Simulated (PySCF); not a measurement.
**J couplings in Isocyanogen**

Molfile (atoms numbered from 1):
```
C2N2
     RDKit          3D

  4  3  0  0  0  0  0  0  0  0999 V2000
   -1.6660   -0.6374    0.6270 C   0  0  0  0  0  0  0  0  0  0  0  0
   -0.5871   -0.2247    0.4264 N   0  0  0  0  0  0  0  0  0  0  0  0
    0.6048    0.2317    0.2047 C   0  0  0  0  0  0  0  0  0  0  0  0
    1.6585    0.6352    0.0086 N   0  0  0  0  0  0  0  0  0  0  0  0
  1  2  3  0
  2  3  1  0
  3  4  3  0
M  CHG  2   1  -1   2   1
M  END
```

Indirect spin–spin couplings were computed at B3LYP/pcJ-1 (PySCF) on a GFN2-xTB structure, for the isolated molecule, without vibrational or relativistic corrections. Couplings are averaged over pairs made equivalent by symmetry, fast rotation or ring inversion, so a value needn't be that of the named pair in this geometry, while other rotamers aren't included; one pair stands for each set, and the list holds those of at least 0.8 Hz over up to four bonds.

Isotopes: 15N, 13C.

```tsv
pair	bonds	J (Hz)
C1, N2	1	-8.2
N2, C3	1	-58.5
C3, N4	1	-22.3
C1, C3	2	-8.5
N2, N4	2	?
C1, N4	3	?
```

Estimate the withheld couplings, with signs.

## Answers


- 2J(N2,N4) = -4.7 Hz (angle at C3 180°)
- 3J(C1,N4) = -9.2 Hz
